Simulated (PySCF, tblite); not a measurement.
Isomers of C4H4FP. Computed values, GFN2-xTB/tblite, gas phase, harmonic and unscaled. Against measured fundamentals such values can be off by several per cent, at times by over 20. Modes of hydrogen on phosphorus can be 10 to 20 % off. One conformer each.

Electronic energies: PBE0/pcSseg-1 single points on the GFN2-xTB geometries (PySCF, gas phase).

```csv
SMILES,"electronic energy, lowest = 0 (kcal/mol)"
C#CC/P=C\F,48.8
C#C/P=C(\C)F,38.9
Fc1cc[pH]c1,0.0
```

Task: How do GFN2-xTB zero-point energies change the relative energies?

Result: 
| SMILES | ZPE (kcal/mol) | of it from modes above 1550 cm⁻¹ | electronic (kcal/mol) | with ZPE, lowest = 0 (kcal/mol) | lowest mode (cm⁻¹) | rings |
| --- | --- | --- | --- | --- | --- | --- |
| Fc1cc[pH]c1 | 40.5 | 18.9 | 0.0 | 0.0 | 214 | 1 |
| C#C/P=C(\C)F | 40.2 | 20.9 | 38.9 | 38.5 | 94 | 0 |
| C#CC/P=C\F | 39.9 | 20.9 | 48.8 | 48.2 | 13 | 0 |

The zero-point energies span 0.6 kcal/mol, from `C#CC/P=C\F` to `Fc1cc[pH]c1`. The order is unchanged.

Task: And how do the electronic energies of GFN2-xTB itself compare?

Result: `Fc1cc[pH]c1` 0.0; `C#C/P=C(\C)F` 39.5; `C#CC/P=C\F` 45.7 kcal/mol, lowest = 0. Against the energies above, taken from the same isomer `Fc1cc[pH]c1`, the largest difference is 3.1 kcal/mol.
